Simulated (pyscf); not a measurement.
# Insertion: F–Ga [singlet] + NH₃ → H₂N–GaH–F

Gas phase, singlet surface, charge 0. Bonds broken: N3–H4. Bonds formed: Ga1–N3, Ga1–H4. PySCF, gas phase, ωB97X-D3(BJ)/def2-SVP geometries. MP2 and CC: frozen core, UHF for open shells. ΔMP2 is the change of the MP2 total energy from the triple- to the quadruple-zeta basis.

Transition state (Å):

```xyz
6

Ga     0.1317     1.1549    -0.4064
F      1.5192     1.3631    -1.4726
N      0.1275    -0.6142     0.4426
H     -1.1581     0.1842    -0.0775
H      0.5576    -1.5253     0.2435
H     -0.1707    -0.5960     1.4211
```

One imaginary mode, 1435i cm⁻¹; descent along it reached the two sides named, in the forms told below.

| bond | change | reactant side (Å) | saddle | product side |
|---|---|---|---|---|
| N3–H4 | breaks | 1.018 | 1.600 | 3.0 |
| Ga1–N3 | forms | 2.456 | 1.962 | 1.799 |
| Ga1–H4 | forms | 3.2 | 1.647 | 1.546 |

Electronic energies relative to the separated reactants (eV):

| level | barrier | reaction energy | reverse barrier |
|---|---|---|---|
| ωB97X-D3(BJ)/def2-TZVP | 2.40 | -0.41 | 2.81 |
| PBE/def2-TZVP | 2.04 | -0.11 | 2.15 |
| r²SCAN/def2-TZVP | 2.01 | -0.39 | 2.41 |
| B3LYP-D3(BJ)/def2-TZVP | 2.37 | -0.07 | 2.45 |
| PBE0-D3(BJ)/def2-TZVP | 2.22 | -0.29 | 2.51 |
| M06-2X/def2-TZVP | 2.29 | -0.40 | 2.69 |
| ωB97M-D3(BJ)/def2-TZVP | 2.51 | -0.15 | 2.66 |
| HF/def2-TZVP | 3.25 | -0.24 | 3.49 |
| MP2/def2-QZVPP | 2.23 | -0.44 | 2.67 |
| CCSD/def2-TZVPP | 2.47 | -0.36 | 2.83 |
| CCSD(T)/def2-TZVPP | 2.27 | -0.38 | 2.65 |
| CCSD(T)/def2-TZVPP + ΔMP2(QZVPP) | 2.31 | -0.31 | 2.62 |

With CCSD(T)/def2-TZVPP + ΔMP2(QZVPP) energies and thermal terms (ideal gas, 1 atm, RRHO with modes under 100 cm⁻¹ raised to 100, one conformer, R ln 2 for rigid chiral ones), in eV:

| T (K) | ΔH‡ | ΔG‡ | ΔH | ΔG |
|---|---|---|---|---|
| 298 | 2.17 | 2.54 | -0.39 | 0.00 |
| 600 | 2.18 | 2.92 | -0.35 | +0.37 |
| 900 | 2.21 | 3.28 | -0.30 | +0.72 |
| 1200 | 2.25 | 3.63 | -0.24 | +1.06 |

On the reactant side the descent ends in a bound adduct (not fully relaxed), 0.50 eV under the separated species and 2.90 eV under the saddle at ωB97X-D3(BJ)/def2-TZVP. One saddle was located; it need not be the lowest between these sides. The CCSD(T) − MP2 part came from Ansatz, without density fitting, on the same reference. The frozen core leaves the outer d or s,p core shells of the metals and heavy elements correlated in the MP2 and CC values, and def2-TZVPP describes them poorly, which can shift differences by a few kcal/mol. Elements up to Kr have no core potential and no relativistic terms here.
